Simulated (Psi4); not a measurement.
# MgNH3S (SMILES [NH2][Mg][SH]): levels of theory compared

Aim: a comparison of 6 runs (HF/3-21G, PBE0/def2-SVP, PBE0/pcseg-2, PBE0-2/may-cc-pVTZ) of MgNH3S. 

The calculation is run with Psi4 1.11.

**1. The structure to begin with**

MgNH3S: 6 atoms, total charge 0, spin state singlet. As SMILES, `[NH2][Mg][SH]`. Geometry: relaxed at PBE0-D4/def2-TZVP.

Bond lengths: N1–Mg2 1.879 Å, Mg2–S3 2.290 Å, N1–H4 1.009 Å, N1–H5 1.009 Å, S3–H6 1.345 Å. Angles: N1–Mg2–S3 179.2°, Mg2–N1–H4 126.4°, Mg2–N1–H5 126.4°, Mg2–S3–H6 92.8°, H4–N1–H5 107.3°.

**2. Energy and gradient at HF/3-21G (run 1)**

Contents of h3mgns.xyz:

```xyz
6
H3MgNS
N     -1.031800     0.193600    -1.115500
Mg     0.046800    -0.000500     0.410900
S      1.337700    -0.230500     2.288600
H     -1.178500     1.042600    -1.640300
H     -1.568300    -0.532800    -1.565300
H      2.436200    -0.536400     1.575500
```

Contents of run_ase.py:

```python
import numpy as np
from ase.calculators.psi4 import Psi4
from ase.io import read

atoms = read('h3mgns.xyz')
calc = Psi4(atoms=atoms, method='hf', basis='3-21G', memory='1600MB', num_threads=1, charge=0, multiplicity=1, label='psi4-calc')
calc.psi4.set_options({'puream': True, 'e_convergence': 1e-09, 'd_convergence': 1e-08, 'scf_type': 'pk'})
atoms.calc = calc

forces = atoms.get_forces()
print(f'energy: {atoms.get_potential_energy():.6f} eV')
print('forces / eV A^-1')
print(np.round(forces, 5))
```

Started as:

```console
python run_ase.py
```

psi4-calc.dat:

```text
[...]
  Running in c1 symmetry.
[...]
  Nuclear repulsion =  107.954577225195223
[...]
  Multiplicity = 1
[...]
  Nalpha       = 19
  Nbeta        = 19
[...]
    Number of basis functions: 41
[...]
   @RHF iter   1:  -649.82993864667571   -7.90561e-01   1.31729e-02 ADIIS/DIIS
[...]
   @RHF iter  11:  -649.98430348215982   -1.81899e-12   4.04782e-09 DIIS
[...]
    Orbital Energies [Eh]
    ---------------------
    Doubly Occupied:
       1A    -91.270957     2A    -48.675317     3A    -15.406421
       4A     -8.870087     5A     -6.545186     6A     -6.542930
       7A     -6.540701     8A     -3.751909     9A     -2.263577
      10A     -2.263464    11A     -2.261950    12A     -1.054246
      13A     -0.928320    14A     -0.588945    15A     -0.509557
      16A     -0.488853    17A     -0.390408    18A     -0.356899
      19A     -0.350652
[...]
  @RHF Final Energy:  -649.98430348215982
   => Energetics <=
    Nuclear Repulsion Energy =            107.9545772251952229
    One-Electron Energy =               -1117.7570074730047054
    Two-Electron Energy =                 359.8181267656497084
    Total Energy =                       -649.9843034821598167
[...]
 Multipole Moments:
 ------------------------------------------------------------------------------------
     Multipole            Electronic (a.u.)      Nuclear  (a.u.)        Total (a.u.)
 ------------------------------------------------------------------------------------
 L = 1.  Multiply by 2.5417464519 to convert [e a0] to [Debye]
 Dipole X            :          1.0230293           -1.3897568           -0.3667276
 Dipole Y            :         -0.1234275            0.1518444            0.0284169
 Dipole Z            :          2.7168203           -4.0268036           -1.3099833
 Magnitude           :                                                    1.3606443
[...]
  -Total Gradient:
     Atom            X                  Y                   Z
    ------   -----------------  -----------------  -----------------
       1       -0.002063183626     0.000459977715    -0.001562412529
       2        0.017377353410    -0.003498930444     0.016751744435
       3       -0.003285421927     0.000284737680    -0.011072351054
       4       -0.000986929832     0.000203779777    -0.001540807723
       5       -0.001021524483     0.000118967361    -0.001555586149
       6       -0.010020293545     0.002431467911    -0.001020586985
[...]
```

The script printed:

```text
energy: -17686.973792 eV
forces / eV A^-1
[[ 0.10609 -0.02365  0.08034]
 [-0.89358  0.17992 -0.86141]
 [ 0.16894 -0.01464  0.56936]
 [ 0.05075 -0.01048  0.07923]
 [ 0.05253 -0.00612  0.07999]
 [ 0.51526 -0.12503  0.05248]]
```

Run time: 2.4 s. Hardware: 1 thread of Intel Xeon 6975P-C (Granite Rapids), shared host; peak memory 0.19 GiB.

**3. Energy and gradient at PBE0/def2-SVP (run 2)**

Contents of calc.dat:

```
memory 1600 mb

molecule mol {
  0 1
  N     -1.031800     0.193600    -1.115500
  Mg     0.046800    -0.000500     0.410900
  S      1.337700    -0.230500     2.288600
  H     -1.178500     1.042600    -1.640300
  H     -1.568300    -0.532800    -1.565300
  H      2.436200    -0.536400     1.575500
  symmetry c1
}

set basis def2-SVP
set puream true
set e_convergence 1e-09
set d_convergence 1e-08
set scf_type pk
set dft_radial_points 99
set dft_spherical_points 590

result, w = gradient("pbe0", return_wfn=True)
oeprop(w, "QUADRUPOLE", "WIBERG_LOWDIN_INDICES", "DIPOLE")
print_variables()
```

Started as:

```console
psi4 -i calc.dat -o calc.out -n 1
```

calc.out, shortened:

```text
[...]
  Running in c1 symmetry.
[...]
  Nuclear repulsion =  107.954577225195223
[...]
  Multiplicity = 1
[...]
  Nalpha       = 19
  Nbeta        = 19
[...]
    Number of basis functions: 65
[...]
   @RKS iter   1:  -653.97175902356184   -2.76136e-01   1.34509e-02 ADIIS/DIIS
[...]
   @RKS iter  12:  -654.33847241561409   -1.02318e-12   8.05302e-10 DIIS
[...]
  @RKS Final Energy:  -654.33847241561409
   => Energetics <=
    Nuclear Repulsion Energy =            107.9545772251952229
    One-Electron Energy =               -1121.2020822227939334
    Two-Electron Energy =                 396.6669487398520459
    DFT Exchange-Correlation Energy =     -37.7579161578673563
    Empirical Dispersion Energy =           0.0000000000000000
    VV10 Nonlocal Energy =                  0.0000000000000000
    Total Energy =                       -654.3384724156140919
[...]
  -Total Gradient:
     Atom            X                  Y                   Z
    ------   -----------------  -----------------  -----------------
       1       -0.003397011825     0.000641607981    -0.004714740517
       2        0.001584531868    -0.000310382554     0.001663468887
       3        0.000789527364    -0.000460795626    -0.005555072251
       4        0.001173951741    -0.005200327470     0.003587643502
       5        0.003518922346     0.004330887254     0.003115520938
       6       -0.003673427588     0.000999730382     0.001900139170
[...]
 Multipole Moments:
 ------------------------------------------------------------------------------------
     Multipole            Electronic (a.u.)      Nuclear  (a.u.)        Total (a.u.)
 ------------------------------------------------------------------------------------
 L = 1.  Multiply by 2.5417464519 to convert [e a0] to [Debye]
 Dipole X            :          1.2169799           -1.3897568           -0.1727769
 Dipole Y            :         -0.1458016            0.1518444            0.0060429
 Dipole Z            :          3.2548308           -4.0268036           -0.7719728
 Magnitude           :                                                    0.7910944
 L = 2.  Multiply by 1.3450342976 to convert [e a0^2] to [Debye ang]
 Quadrupole XX       :       -166.1539878          144.3657770          -21.7882108
 Quadrupole XY       :         25.5093167          -25.4800163            0.0293004
[...]
```

Wall time 12 s (1 thread of Intel Xeon 6975P-C (Granite Rapids), shared host); peak memory 0.72 GiB.

Runs 3 to 4 aren't shown in full; the table further down has their settings and results.

**4. The energy at PBE0-2/may-cc-pVTZ (ZORA, density fitting, density fitting for correlation) (run 5)**

h3mgns.xyz is that of step 2.

Contents of run.py:

```python
import psi4

psi4.set_memory('1600 MB')
psi4.set_num_threads(1)
psi4.core.set_output_file('run.log', False)

with open('h3mgns.xyz') as f:
    atoms = ''.join(f.readlines()[2:])
geom = psi4.geometry('0 1\n' + atoms + 'symmetry c1')

psi4.set_options({
    'basis': 'may-cc-pVTZ',
    'reference': 'rks',
    'scf_type': 'df',
    'freeze_core': True,
    'relativistic': 'zora',
})

e_tot = psi4.energy('pbe0-2')
print(f'total energy {e_tot:.8f} hartree = {e_tot * 27.211386:.5f} eV')
```

Started as:

```console
python run.py
```

run.log:

```text
[...]
  Running in c1 symmetry.
[...]
  Nuclear repulsion =  107.954577225195223
[...]
  Multiplicity = 1
[...]
  Nalpha       = 19
  Nbeta        = 19
[...]
    Number of basis functions: 152
[...]
   @DF-RKS iter   1:  -655.96612144542553   -7.73516e-01   4.98276e-03 ADIIS/DIIS
[...]
   @DF-RKS iter   8:  -656.22545348072504   -5.31462e-08   2.56216e-07 DIIS
[...]
    Orbital Energies [Eh]
    ---------------------
    Doubly Occupied:
       1A    -91.750075     2A    -48.650412     3A    -15.194749
       4A     -8.727818     5A     -6.433062     6A     -6.430966
       7A     -6.429966     8A     -3.630831     9A     -2.194965
      10A     -2.194584    11A     -2.190417    12A     -1.005374
      13A     -0.872042    14A     -0.567702    15A     -0.491607
      16A     -0.472142    17A     -0.376274    18A     -0.338609
      19A     -0.336528
[...]
  @DF-RKS Final Energy:  -656.22545348072504
   => Energetics <=
    Nuclear Repulsion Energy =            107.9545772251952229
    One-Electron Energy =               -1124.2020859866140654
    Two-Electron Energy =                 370.7387562116363711
    DFT Exchange-Correlation Energy =     -10.7167009309425225
    Empirical Dispersion Energy =           0.0000000000000000
    VV10 Nonlocal Energy =                  0.0000000000000000
    Total Energy =                       -656.2254534807250366
[...]
 Multipole Moments:
 ------------------------------------------------------------------------------------
     Multipole            Electronic (a.u.)      Nuclear  (a.u.)        Total (a.u.)
 ------------------------------------------------------------------------------------
 L = 1.  Multiply by 2.5417464519 to convert [e a0] to [Debye]
 Dipole X            :          1.1991762           -1.3897568           -0.1905807
 Dipole Y            :         -0.1394341            0.1518444            0.0124103
 Dipole Z            :          3.2956401           -4.0268036           -0.7311635
 Magnitude           :                                                    0.7556951
[...]
```

The script printed:

```text
total energy -656.46361852 hartree = -17863.28492 eV
```

Run time: 44 s. Hardware: 1 thread of Intel Xeon 6975P-C (Granite Rapids), shared host; peak memory 1.1 GiB.

**5. The energy at PBE0-2/may-cc-pVTZ (density fitting, density fitting for correlation) (run 6)**

h3mgns.xyz is that of step 4.

Contents of run_ase.py:

```python
import numpy as np
from ase.calculators.psi4 import Psi4
from ase.io import read

mol = read('h3mgns.xyz')
calc = Psi4(atoms=mol, method='pbe0-2', basis='may-cc-pVTZ', memory='1600MB', num_threads=1, charge=0, multiplicity=1, label='psi4-calc', reference='rks')
calc.psi4.set_options({'scf_type': 'df', 'freeze_core': True})
mol.calc = calc

print(f'energy: {mol.get_potential_energy():.6f} eV')
```

Started as:

```console
python run_ase.py
```

psi4-calc.dat:

```text
[...]
  Running in c1 symmetry.
[...]
  Nuclear repulsion =  107.954577225195223
[...]
  Multiplicity = 1
[...]
  Nalpha       = 19
  Nbeta        = 19
[...]
    Number of basis functions: 152
[...]
   @DF-RKS iter   1:  -653.82430775802140   -7.64921e-01   4.95126e-03 DIIS/ADIIS
[...]
   @DF-RKS iter   8:  -654.08075293113302   -5.26437e-08   2.55838e-07 DIIS
[...]
    Orbital Energies [Eh]
    ---------------------
    Doubly Occupied:
       1A    -91.121834     2A    -48.459952     3A    -15.178125
       4A     -8.671432     5A     -6.422412     6A     -6.420338
       7A     -6.419372     8A     -3.616309     9A     -2.192971
      10A     -2.192592    11A     -2.188406    12A     -1.004536
      13A     -0.868671    14A     -0.567823    15A     -0.491646
      16A     -0.472079    17A     -0.376448    18A     -0.338913
      19A     -0.336656
[...]
  @DF-RKS Final Energy:  -654.08075293113302
   => Energetics <=
    Nuclear Repulsion Energy =            107.9545772251952229
    One-Electron Energy =               -1121.8130227290566836
    Two-Electron Energy =                 370.4870859981029412
    DFT Exchange-Correlation Energy =     -10.7093934253744365
    Empirical Dispersion Energy =           0.0000000000000000
    VV10 Nonlocal Energy =                  0.0000000000000000
    Total Energy =                       -654.0807529311330200
[...]
 Multipole Moments:
 ------------------------------------------------------------------------------------
     Multipole            Electronic (a.u.)      Nuclear  (a.u.)        Total (a.u.)
 ------------------------------------------------------------------------------------
 L = 1.  Multiply by 2.5417464519 to convert [e a0] to [Debye]
 Dipole X            :          1.1999686           -1.3897568           -0.1897882
 Dipole Y            :         -0.1399292            0.1518444            0.0119152
 Dipole Z            :          3.2893659           -4.0268036           -0.7374377
 Magnitude           :                                                    0.7615615
[...]
```

The script printed:

```text
energy: -17804.920097 eV
```

Wall time 9.9 s (1 thread of Intel Xeon 6975P-C (Granite Rapids), shared host); peak memory 0.94 GiB.

**6. Overview of the runs**

| run | level | integration grid | task | energy (Eh) | HOMO energy (eV) | LUMO energy (eV) | HOMO–LUMO gap (eV) | wall time |
| --- | --- | --- | --- | --- | --- | --- | --- | --- |
| 1 | HF/3-21G | – | gradient | -649.984303 | -9.54 | 1.39 | 10.94 | 2.4 s |
| 2 | PBE0/def2-SVP | 99 radial × 590 angular | gradient | -654.338472 | -6.35 | -1.00 | 5.36 | 12 s |
| 3 | PBE0/pcseg-2 | 99 radial × 590 angular | energy | -654.626691 | -6.54 | -1.14 | 5.40 | 20 s |
| 4 | PBE0-2/may-cc-pVTZ (ZORA, density fitting with def2-universal-jkfit, density fitting for correlation) | 75 radial × 302 angular | energy | -656.463619 | -9.16 | -0.03 | 9.13 | 44 s |
| 5 | PBE0-2/may-cc-pVTZ (ZORA, density fitting, density fitting for correlation) | 75 radial × 302 angular | energy | -656.463619 | -9.16 | -0.03 | 9.13 | 44 s |
| 6 | PBE0-2/may-cc-pVTZ (density fitting, density fitting for correlation) | 75 radial × 302 angular | energy | -654.318750 | -9.16 | -0.03 | 9.13 | 9.9 s |

**7. Outcome**

| quantity | value |
| --- | --- |
| run 6: total energy | -654.31875 Eh |
| run 6: HOMO energy (SCF part's orbitals) | -9.16 eV |
| run 6: LUMO energy (SCF part's orbitals) | -0.03 eV |
| run 6: HOMO–LUMO gap (SCF part's orbitals) | 9.13 eV |

In words: Over runs 1, 2, 3 the dipole moment (its size) runs from 2.01 D (PBE0/def2-SVP) to 3.46 D (HF/3-21G). The two ends differ in method and basis. The HOMO–LUMO gap runs from 5.36 eV (PBE0/def2-SVP) to 10.94 eV (HF/3-21G). Totals of different functionals can't be ranked against each other. Some runs of one species differ in core potentials or relativity; totals across that change don't compare. All runs together took 2.2 min, the longest 44 s.
